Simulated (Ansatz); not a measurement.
Geometry optimisation, Ansatz, RKS PBE0-D4/STO-3G.

The input (input.yaml):

```yaml
crystal:
  periodic: [false, false, false]
  atoms:
    - { symbol: "N", position_ang: [-0.48161, 0.95073, -0.70281] }
    - { symbol: C, position_ang: [-0.34284, 0.57428, 0.5077] }
    - { symbol: Al, position_ang: [-1.20567, 2.01462, 1.78925] }
    - { symbol: H, position_ang: [-0.10457, 0.35152, -1.45493] }
    - { symbol: H, position_ang: [-0.93974, 1.81509, -1.00359] }
    - { symbol: H, position_ang: [0.17423, -0.37808, 0.65835] }
    - { symbol: H, position_ang: [-1.72257, 3.06886, 0.79284] }
    - { symbol: H, position_ang: [-1.26732, 1.97954, 3.31537] }
total_charge: 1
basis:
  gaussian: { orbitals: STO-3G }
hamiltonian:
  xc: pbe0
  dispersion: d4
relax:
  f_tol: 0.015
  max_steps: 40
```

Command:

```bash
$ ansatz run input.yaml --threads 1 --pin off --max-ram 2048MiB --backend cpu --events-out ev --progress --plain --runs-dir out
```

Question: Where does it end, and by what steps?

Answer: It converged. Limits of this set-up: minimal basis, the dipole of an ion depends on the origin. After 8 steps the energy has fallen by 0.450 eV; H8 moved furthest, 0.34 Å.

| step | energy less start (eV) | largest force component (eV/Å) | accepted |
| --- | --- | --- | --- |
| 0 | 0.0000 | 4.694 | yes |
| 1 | -0.3728 | 0.795 | yes |
| 2 | -0.4290 | 0.673 | yes |
| 3 | -0.4412 | 0.384 | yes |
| 4 | -0.4475 | 0.171 | yes |
| 5 | -0.4491 | 0.085 | yes |
| 6 | -0.4496 | 0.027 | yes |
| 7 | -0.4495 | 0.091 | no |
| 8 | -0.4497 | 0.011 | yes |

```xyz
8
Properties=species:S:1:pos:R:3
N -0.442 0.892 -0.784
C -0.442 0.757 0.529
Al -1.244 2.090 1.795
H -0.021 0.191 -1.448
H -0.875 1.729 -1.254
H 0.059 -0.191 0.838
H -1.819 3.215 1.004
H -1.105 1.693 3.222
```

Run time: 6.6 s on 1 CPU thread of a shared host.
